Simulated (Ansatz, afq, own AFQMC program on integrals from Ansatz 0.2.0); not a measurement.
# Mo, septet: AFQMC among the cluster methods

A free Mo atom.

Basis def2-TZVP with its core potentials. Noble-gas cores (and the filled d shells of Ga–Kr and In–Xe) are frozen. AFQMC by an in-house program on the Cholesky factors that Ansatz 0.2.0 writes for its CCSD(T) run. ph-AFQMC/CISD is guided by a CISD state made of CCSD amplitudes; releasing the constraint for a short imaginary time cuts its bias at the price of noise, slowly where states lie close. Free AFQMC starts from the CCSD state and is never constrained. Its projection time is finite, and what remains of the start isn't in its error. Error bars are statistical, one sigma. No spin–orbit coupling. The metal's outer-core s and p shells are frozen, which shifts wave-function levels against functionals.

Determinant: UHF, the one that the program's search chose, which needn't be the lowest solution.

Full CI on the same integrals is exact in this basis and with this determinant's frozen core.

Cautions: no spin-orbit coupling; outer-core shells of the metal frozen.

```
T1 diagnostic                               : 0.0073
weight of the determinant in the CISD state : 0.970
⟨S²⟩ of the determinant                     : 12.003
size of the correlated space                : 6 electrons in 36 orbitals
```

| level | correlation energy (eV) |
| --- | --- |
| MP2 | -1.6277 |
| CCSD | -1.8317 |
| CCSD(T) | -1.8531 |

(1) Estimate where AFQMC with the constraint released lies against CCSD(T) on the same integrals.

(1) 0.2 ± 0.06 kJ/mol below CCSD(T).

Reference: full CI, correlation energy -1.859 eV. The released energy is read at 1.00 1/Eh, later times being too noisy (meV from the phaseless value at times in 1/Eh: -3.4 ± 0.9 at 0.24, -3.4 ± 0.8 at 0.50, -3.9 ± 0.7 at 1.00, 4 ± 9 at 1.50).

| level | E − E(reference) (kJ/mol) | share of correlation (%) |
| --- | --- | --- |
| CCSD(T) | 0.6 | 99.69 |
| CCSDT | 0.1 | 99.93 |
| CCSDT(Q) | 0.0 | 99.99 |
| CCSDTQ | 0.0 | 100.00 |
| ph-AFQMC/HF | 5.3 ± 1.1 | 97.03 |
| ph-AFQMC/CISD | 0.7 ± 0.2 | 99.60 |
| released AFQMC | 0.3 ± 0.06 | 99.81 |
| free AFQMC | 0.0 ± 0.03 | 100.00 |

CCSDT and higher add their correlation energy to the determinant of the CCSD(T) run, since their own runs factorise the integrals more tightly (a shift of under 2 meV). Free projections are given only where their last times agree within the noise and don't stop above the reference; a slow remainder of the start can still hide under it. A walk keeps the symmetry of its determinant, which the program's search chose and which needn't be the lowest solution, so a lower state of the same spin and another symmetry isn't excluded. Released energies are given only where the last usable release times agree within the noise; a slower fall can still hide under it.
